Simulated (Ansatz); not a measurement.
# HCO: state-averaged CASSCF

Computed with Ansatz's Gaussian-basis code (development build). State-averaged CASSCF with equal weights; occupations are averaged over the states; levels count from the state that is lowest in CASSCF. Solutions may break the symmetry of the shape. No proof that the lowest CASSCF solution was found.

Geometry:

```xyz
3

C     0.0000    0.4860   -0.3262
H     0.0000    1.4932    0.1969
O     0.0000   -0.5511    0.2201
```

Basis cc-pVDZ, nonrelativistic, 2 orbitals frozen in the corrections; active space CAS(11,9). Averaged: 2 doublets.

CASSCF levels: doublet 0.00, doublet 2.35 eV.

How does SC-NEVPT2 move them?

doublet 0.00, doublet 2.26 eV, in the same order of listing. The lowest state stays.
